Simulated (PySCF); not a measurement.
# C3H5FS: the cost of one run

The runs use PySCF 2.14.0, with density-fitted response routines of our own; the level of theory stands in each step. All values are computed, except where a source is named. Atoms are numbered from 0 throughout.

## (1) Starting geometry

10 atoms, charge 0, multiplicity 1; geometry from: GFN2-xTB. The atoms were then displaced at random by about 0.01 Å, so the start is not that level's minimum.

Bonds of the start (Å): F0–C1 1.37, C1–C2 1.52, C2–C3 1.44, C3–S4 1.79, S4–C2 1.79, C1–H5 1.09, C1–H6 1.11, C2–H7 1.09, C3–H8 1.11, C3–H9 1.07.

## (2) Relaxing the molecule at PBE0-D3(BJ)/def2-SVP

The job: settings as JSON, then the geometry in Å.

```
{"job": {"xc": "PBE0", "basis": "def2-SVP", "d3": "d3bj", "grid": 1, "shake": 0.01, "kind": "geom"}, "charge": 0, "multiplicity": 1}
F      1.578340     0.810940    -1.160480
C      1.229820     0.126270    -0.031910
C     -0.220090     0.394070     0.335980
C     -1.249730    -0.407300    -0.274250
S     -0.965220    -0.800020     1.448960
H      1.394260    -0.924430    -0.252410
H      1.931390     0.461720     0.756310
H     -0.398100     1.440830     0.569070
H     -2.236200     0.068760    -0.452580
H     -1.014040    -1.191770    -0.959760
```

Started as:

```bash
$ OMP_NUM_THREADS=1 python probes_run.py task.json out
```

This one command runs all jobs of the session in turn.

Q: Estimate the wall time and peak memory of this first job on 1 thread of Arm Neoverse V1, shared host.

About 15 s, with a peak of 0.41 GiB.
